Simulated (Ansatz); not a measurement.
CH₃, doublet: reading a ladder of total energies

Geometry: MP2(full)/6-31G*, from the G2/97 set.

```yaml
atoms:
  - { symbol: C, position_ang: [0.0000, 0.0000, 0.0000] }
  - { symbol: H, position_ang: [0.0000, 1.0784, 0.0000] }
  - { symbol: H, position_ang: [0.9339, -0.5392, 0.0000] }
  - { symbol: H, position_ang: [-0.9339, -0.5392, 0.0000] }
```

Basis 6-31G; Ansatz 0.2.0. Correlated methods freeze the noble-gas cores, which leaves 7 electrons in 14 orbitals. R marks a restricted (for open shells ROHF) determinant, U an unrestricted one.

Full CI is exact within this basis and frozen core; it isn't the basis-set limit. The frozen core follows each run's orbitals, which can shift R against U totals by a few meV.

Runs differ by some tens of microhartree through their thresholds and, for an open shell, their frozen cores, so steps under 0.1 kcal/mol mean nothing.

```json
{"level": "UHF", "total energy (hartree)": "-39.546566"}
{"level": "UMP2", "total energy (hartree)": "-39.622031"}
{"level": "UCCSD", "total energy (hartree)": "-39.640087"}
{"level": "UCCSD(T)", "total energy (hartree)": "-39.641131"}
{"level": "UCCSDT", "total energy (hartree)": "-39.641354"}
{"level": "UCCSDT(Q)", "total energy (hartree)": "-39.641435"}
{"level": "UCCSDTQ", "total energy (hartree)": "-39.641439"}
{"level": "full CI", "total energy (hartree)": "-39.641429"}
```

Q: What is the correlation energy at full CI, and what share of it do UMP2 and UCCSD(T) recover?

A: E(corr) = -39.641429 − (-39.546566) = -0.094863 hartree = -2.581 eV. UMP2: -0.075465 / -0.094863 = 79.55 %. UCCSD(T): -0.094565 / -0.094863 = 99.69 %.

Q: By how many kcal/mol does UCCSD(T) miss full CI (1 hartree = 627.509 kcal/mol), and which steps make up the rest?

A: -39.641131 − (-39.641429) = 0.000298 hartree = 0.19 kcal/mol. Steps: UCCSDT − UCCSD(T) = -0.14, UCCSDT(Q) − UCCSDT = -0.05, UCCSDTQ − UCCSDT(Q) = 0.00, full CI − UCCSDTQ = 0.01 kcal/mol. That is within 1 kcal/mol of the reference in this basis, which itself misses far more of the correlation at the basis-set limit.
